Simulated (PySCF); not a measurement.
How methods differ on the ionisation energy of C

C [He] 2s2 2p2 (3P) → C⁺ [He] 2s2 2p1 (2P), as a difference of total energies. All numbers are calculated (PySCF 2.14, scalar relativity by spin-free X2C-1e, in dyall-acv3z). Correlated levels: valence: 1s2 frozen; virtual orbitals above 40 to 60 times the deepest correlated orbital energy dropped. The calculations carry no spin-orbit coupling.

```json
{"method": "UHF", "ionisation energy (eV)": "10.797"}
{"method": "MP2 (valence)", "ionisation energy (eV)": "11.250"}
{"method": "SCS-MP2 (valence)", "ionisation energy (eV)": "11.118"}
{"method": "CCSD (valence)", "ionisation energy (eV)": "11.152"}
{"method": "CCSD(T) (valence)", "ionisation energy (eV)": "11.180"}
```

Errors of the correlated levels include the incompleteness of this basis and the frozen core.

Q: Which method comes closest to the reference value, and which is furthest?

A: The reference is 11.262 eV (measured; NIST levels, between the centres of gravity of the two terms). Closest: MP2 (valence) (error -0.012 eV); furthest: UHF (error -0.465 eV).
